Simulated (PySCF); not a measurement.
# Worked example: dipole moment from atomic charges

silicon monoxide (OSi), SMILES O=[Si] (connectivity only; charge and spin as stated), neutral, multiplicity 1. Atoms are numbered in the order given.

```xyz
2

Si     0.0000     0.0000    -0.5503
O      0.0000     0.0000     0.9630
```
Charge 0, spin multiplicity 1.

Geometry: B3LYP-D3(BJ)/def2-TZVPD.

Charges (e) from PySCF with PBE/def2-TZVPD:

```tsv
atom	ESP fit	IAO
Si1	0.424	0.682
O2	-0.424	-0.682
```

The dipole moment of the full density is 2.90 D.

Q: What dipole moment does each set of point charges give, and which comes closer to that of the density?

A: 
μ = Σ q r, and 1 e Å = 4.8032 D.
ESP fit: Σ q r = (0.000, 0.000, -0.642) e Å, |μ| = 3.08 D.
IAO: Σ q r = (0.000, 0.000, -1.032) e Å, |μ| = 4.96 D.
ESP fit comes closer in size. Point charges leave out the atoms' own dipoles (lone pairs, polarised bonds); fits to the potential absorb them, partitions of the density don't.
